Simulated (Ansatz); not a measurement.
# CHAlO (quintet): wave-function methods side by side, def2-TZVPP

An exercise on one series of results from a longer session: the logs are not shown, and one member is left open.

Method: def2-TZVPP, core rule «outside noble gas», up to 7 orbitals frozen; program: Ansatz 0.2.0, Gaussian basis.

To be run: UHF; ROHF; CCSD(T) on UHF.

2 further runs of the same task are left out: 2 set aside as unsound or not needed.

## What is computed

The geometry is a PBE0/def2-TZVP stationary point (not a proven minimum) of the parent state, kept for this charge and spin.

4 atoms, charge 0, spin multiplicity 5.

Atoms are counted from 1 here; the program's logs count them from 0.

Bond lengths: Al1–C2 1.933 Å, C2–O3 1.306 Å, O3–H4 0.968 Å. Angles: Al1–C2–O3 167.9°, C2–O3–H4 112.4°.

Set-up of the first run:

Input file in.yaml:

```yaml
crystal:
  periodic: [false, false, false]
  atoms:
    - {symbol: Al, position_ang: [0.000001, -0.162615, 2.220099]}
    - {symbol: C, position_ang: [-0.000032, -0.075678, 0.288964]}
    - {symbol: O, position_ang: [0.000003, -0.291771, -0.998684]}
    - {symbol: H, position_ang: [0.000028, 0.530064, -1.510380]}
basis:
  gaussian: {orbitals: def2-TZVPP}
magnetization: {spin_polarized: true, initial_magnetization: 4}
hamiltonian: {xc: hf}
output: {orbitals: {seedname: orbitals}}
```

On the command line:

```
> ansatz run in.yaml --threads 1 --pin off --events-out ev --progress --plain --max-ram 4096MiB --backend cpu
```

Steps of the session up to this table: UHF; ROHF; CCSD(T) on UHF.

One table of the session follows, with a row left open; its other results are not shown here.

| method | from UCCSD(T) (kJ/mol) |
| --- | --- |
| ROHF | +1096.4 |
| UHF | +1075.5 |
| UMP2 | ? |
| UCCSD | +42.4 |
| UCCSD(T) | 0 |

Estimate the missing values for UMP2.

As computed: from UCCSD(T) (kJ/mol): +95.7. In the column «from UCCSD(T) (kJ/mol)» it lies between UCCSD (+42.4) and UHF (+1075.5).
